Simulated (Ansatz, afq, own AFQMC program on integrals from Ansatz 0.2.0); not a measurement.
# Where AFQMC and coupled cluster stand for S, triplet

A free S atom.

Basis cc-pVTZ. Noble-gas cores (and the filled d shells of Ga–Kr and In–Xe) are frozen. Ansatz 0.2.0 and our own AFQMC program on the same integrals; the CISD trial comes from CCSD amplitudes, and released means the phaseless constraint is let go. Error bars are statistical, one sigma.

Determinant: UHF, the one that the program's search chose, which needn't be the lowest solution.

Full CI on the same integrals is exact in this basis and with this determinant's frozen core.

```
T1 diagnostic                               : 0.0097
weight of the determinant in the CISD state : 0.932
⟨S²⟩ of the determinant                     : 2.012
size of the correlated space                : 6 electrons in 29 orbitals
```

Reference: full CI, correlation energy -3.945 eV. The released energy is read at 1.50 1/Eh (meV from the phaseless value at times in 1/Eh: -5.1 ± 1.5 at 0.24, -9.2 ± 2.3 at 0.50, -6.6 ± 2.5 at 1.00, -8.5 ± 1.3 at 1.50).

```tsv
level	E − E(reference) (mEh)	share of correlation (%)
HF	144.97	0.00
MP2	28.44	80.38
CCSD	5.50	96.21
CCSD(T)	0.89	99.39
CCSDT	0.13	99.91
CCSDT(Q)	0.02	99.99
CCSDTQ	0.00	100.00
ph-AFQMC/HF	4.59 ± 0.45	96.84
ph-AFQMC/CISD	0.37 ± 0.05	99.75
released AFQMC	0.05 ± 0.05	99.96
```

CCSDT and higher add their correlation energy to the determinant of the CCSD(T) run, since their own runs factorise the integrals more tightly (a shift of under 2 meV). A walk keeps the symmetry of its determinant, which the program's search chose and which needn't be the lowest solution, so a lower state of the same spin and another symmetry isn't excluded. Released energies are given only where the last usable release times agree within the noise; a slower fall can still hide under it.
